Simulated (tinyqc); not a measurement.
CCD on RHF in the sto-3g basis, for H2O, spin multiplicity 1, step by step. One step of it, computed by the program tinyqc.

Problem. Orthogonalisation. S = U s U^T; symmetric (Loewdin) form X = U s^(-1/2) U^T, so that X^T S X = 1.

overlap S:
```
           1O 1s     1O 2s    1O 2px     1O 2py    1O 2pz     2H 1s      3H 1s
1O 1s   1.000000  0.236704  0.000000   0.000000  0.000000  0.054308   0.058555
1O 2s   0.236704  1.000000  0.000000   0.000000  0.000000  0.476493   0.497637
1O 2px  0.000000  0.000000  1.000000   0.000000  0.000000  0.000000   0.000000
1O 2py  0.000000  0.000000  0.000000   1.000000  0.000000  0.281310  -0.288871
1O 2pz  0.000000  0.000000  0.000000   0.000000  1.000000  0.276353   0.284042
2H 1s   0.054308  0.476493  0.000000   0.281310  0.276353  1.000000   0.321532
3H 1s   0.058555  0.497637  0.000000  -0.288871  0.284042  0.321532   1.000000
```

Give: eigenvalues of S; X.

Solution.

eigenvalues of S: 0.329  0.407  0.876  1.000  1.105  1.273  2.009

X:
```
         1O 1s   1O 2s  1O 2px  1O 2py  1O 2pz   2H 1s   3H 1s
1O 1s    1.024  -0.144   0.000   0.000  -0.012   0.021   0.022
1O 2s   -0.144   1.257   0.000  -0.008   0.132  -0.287  -0.314
1O 2px   0.000   0.000   1.000   0.000   0.000   0.000   0.000
1O 2py   0.000  -0.008   0.000   1.102  -0.004  -0.220   0.230
1O 2pz  -0.012   0.132   0.000  -0.004   1.075  -0.164  -0.176
2H 1s    0.021  -0.287   0.000  -0.220  -0.164   1.220  -0.124
3H 1s    0.022  -0.314   0.000   0.230  -0.176  -0.124   1.244
```
